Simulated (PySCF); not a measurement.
Work out the structure from these simulated measurements.

Formula: C5H5; charge -1.

- Rotational structure: rotational constants A, B, C: 8.926, 8.925, 4.463 GHz [PBE0-D3(BJ)/def2-SVP]
- 13C NMR: chemical shifts (computed TMS as zero) by class: 102.0 (5 C) ppm [GIAO PBE0/pcSseg-1]
- Couplings: largest of the computed one-bond spin–spin couplings (means over like bonds): 13C–1H +156.0 (×5), 13C–13C +66.7 (×5) Hz [B3LYP/pcJ-1, spin–dipole term left out]
- XPS: C1s 283.6 (×5) eV [ΔSCF SCAN, pcX-2 on the ionised atom, pcseg-1 elsewhere, spin-free X2C]
- 1H NMR: chemical shifts (computed TMS as zero) by class: 5.33 (5 H) ppm [GIAO PBE0/pcSseg-1]

Electronic properties: PySCF, gas phase, density fitting. Levels stand in brackets. Geometry: PBE0-D3(BJ)/def2-SVP; no solvent, vibrations or thermal averaging. The geometry's basis has no diffuse functions, a weakness for an anion. The HOMO energy is positive, so at this level the finite basis confines the outermost electrons. No diffuse functions stand in pcJ-1 and pcSseg-1, which bears on an anion's orbital energies. Each NMR value is the plain mean over a class of atoms that symmetry, rotation or inversion makes alike.

**Question.** Propose a structure and show how it fits.

**Answer.** Numbering: `[cH:1]1[cH:2][cH:3][cH-:4][cH:5]1`. 5 carbons fall into 1 class: aromatic CH carbon [C1/C2/C3/C4/C5] (102.0 ppm, 5 C). All hydrogens form one class (5.33 ppm): aromatic hydrogen. The couplings run between: +156.0 Hz, aromatic CH carbon [C1] and its hydrogen (with 4 like pairs); +66.7 Hz, aromatic CH carbon [C1] and aromatic CH carbon [C2] (with 4 like pairs). The core levels belong to: C1s 283.6 eV, aromatic CH carbon [C1/C2/C3/C4/C5]. The optimised geometry has point group D5h and is an oblate symmetric top (the spread among constants that symmetry makes equal is optimisation noise). Structure: `c1cc[cH-]c1`. The assignments are read from this structure; whether some other isomer fits the data as well wasn't checked.
